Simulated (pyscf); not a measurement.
A first-order saddle from PySCF, ωB97X-D3(BJ)/def2-SVP:

```xyz
9

Si     1.3829    -1.5800    -0.5243
H      1.7502    -0.8603    -1.7778
H      2.6094    -2.0536     0.1796
H      0.4854    -2.7306    -0.8319
C     -0.8103     1.2404     2.1463
Cl     0.1705    -0.0143     0.9587
H     -0.4070     1.0646     3.1491
H     -1.8656     0.9647     2.0495
H     -0.5867     2.2400     1.7587
```
Charge 0, spin multiplicity 2.

Surface: doublet, charge 0. Lowest wavenumbers (cm⁻¹): 502i, 13, 80, 80, 330.

**Question.** Name the species on either side of this saddle.

**Answer.** SiH₃• + H₃C–Cl ⇌ H₃Si–Cl + CH₃•, an atom transfer read from left to right: C–Cl broken and Cl–Si formed. At CCSD(T)/def2-TZVPP + ΔMP2(QZVPP) it lies +8.8 kcal/mol from the left side and +32.3 kcal/mol from the right (each side as separated species at their lowest minima found). One saddle was located; it need not be the lowest between these sides. The angle at the transferred Cl is 180°. The CCSD(T) − MP2 part came from Ansatz, without density fitting, on the same reference.
